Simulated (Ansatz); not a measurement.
A calculation with Ansatz (development build ahead of 0.2.0).

```yaml
crystal:
  periodic: [false, false, false]
  atoms:
    - { symbol: B, position_ang: [0.0, 0.0, 0.0] }
    - { symbol: P, position_ang: [0.0, 0.0, 5.1] }
basis:
  gaussian: { orbitals: def2-SVP }
magnetization:
  spin_polarized: true
hamiltonian:
  xc: hf
scf:
  omitted_lower_state_checks: [starts, atomic_configurations, cluster_reference, orbital_swaps, given_window_search, neighbouring_geometries, increment]
output:
  forces: true
```

The input is written out in the form of the current development build from the run's settings.

The run gave:

```json
{
 "Converged": "yes",
 "Total energy": "-365.06439 hartree",
 "Spin squared of the determinant": "2.033",
 "Stability test": "minimum"
}
```

Forces (eV/Å):
| atom | Fx | Fy | Fz |
| --- | --- | --- | --- |
| B1 | 0.000 | 0.000 | 0.006 |
| P2 | 0.000 | 0.000 | -0.006 |

Caution: another spin multiplicity may lie lower; the unrestricted determinant is a mixture of spin states.
